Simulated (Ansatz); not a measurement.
Lattice constant a (Å) of solids drawn from the class of elemental solids other than molecular ones, at two levels: PBE (plane waves, PAW; Ansatz, a first-principles code), and PBE-D4 (plane waves, PAW; Ansatz).

```
solid                   PBE  PBE-D4  shift (%)
--------------------  -----  ------  ---------
bcc Nb                3.310   3.291      -0.57
bcc Na                4.197   4.187      -0.24
bcc Li                3.435   3.422      -0.38
fcc Al                4.040   3.985      -1.36
fcc Ag                4.147   4.082      -1.57
fcc Au                4.158   4.107      -1.23
diamond-structure Si  5.470   5.419      -0.93
fcc Ni                3.519   3.483      -1.02
bcc Ta                3.319   3.304      -0.45
bcc V                 2.997   2.976      -0.70
```

The shifts run from -1.57 % to -0.24 %, with a median of -0.82 %.

Of 10 rows, PBE-D4 is the larger in 0 and the smaller in 10.

Ansatz's runs of these crystals have no spin polarisation, but for fcc Ni.

Density-functional runs with spin start from parallel moments for fcc Ni.

Spin–orbit coupling is left out, also for the solids with elements from indium on (fcc Au, bcc Ta); its size isn't shown.

Ansatz's density-functional and Hartree–Fock values are scalar-relativistic unless marked +SOC, with PAW data made under PBE.
